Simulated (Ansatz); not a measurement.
**Which method gave which barrier?**

Saddle point of BH$_{2}$OF, closed shell (BH₂OF ([OH][BH][F]) → BOF + H₂; bonds formed: H2–H4; bonds broken: B1–H2, O3–H4), PBE0-D4/def2-TZVP structure:

```
5
angstrom
B -0.1594 0.1651 0.2906
H 0.4749 0.1808 -0.9916
O -0.2298 -1.0483 0.6590
H 0.3506 -0.6990 -0.5767
F -0.4364 1.4013 0.6187
```

Program: Ansatz 0.2.0. Basis: def2-TZVPP, with def2-QZVPP for the basis limit. Cores are frozen in the correlated methods. Extrapolation: Hartree–Fock as exp(−7.88 √X), correlation as X^−2.97. Four methods, as single points on the PBE0-D4 structures, gave these electronic barriers from the start structure: 2.533, 2.715, 3.073, 3.535 eV.

Q: The methods were, in alphabetical order, BHLYP-D4, BLYP-D4, HF, PBE0-D4. Which gave which? (A judgement: the text doesn't fix the answer.)

A: Computed: BLYP-D4 2.533; PBE0-D4 2.715; BHLYP-D4 3.073; HF 3.535 eV. For comparison, CCSD(T) at an estimated basis limit (MP2 extrapolated from triple and quadruple zeta, plus CCSD(T) − MP2 in triple zeta) gives 2.848 eV.

No T1 diagnostic of these runs exceeds 0.018.

Labels in which every atom is bracketed show which atoms are joined, not bond orders.

For scale, one of the runs: CCSD(T)/def2-TZVPP, 121 basis functions, launched by `ansatz run in.yaml --threads 2 --pin off --events-out ev --progress --plain --max-ram 4352MiB`. The run took about 7 s on 2 CPU threads of an Arm Neoverse V1 (shared host).
